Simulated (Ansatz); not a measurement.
## Ansatz (development build ahead of 0.2.0) run

```yaml
crystal:
  periodic: [false, false, false]
  atoms:
    - { symbol: Li, position_ang: [0.0, 0.0, 0.0] }
    - { symbol: B, position_ang: [0.0, 4.0958, 0.0] }
    - { symbol: S, position_ang: [0.0, -4.5016, 0.0] }
basis:
  gaussian: { orbitals: pcseg-2 }
hamiltonian:
  xc: r2scan
```

The input is written out in the form of the current development build from the run's settings.

Output:

| Quantity | Value |
| --- | --- |
| Converged | yes |
| Total energy | -430.18398 hartree |
| Spin squared of the determinant | 0.000 |
| Stability test | minimum among restricted orbitals |

Caution: charge can spread falsely over distant fragments; an unrestricted determinant lies well below.
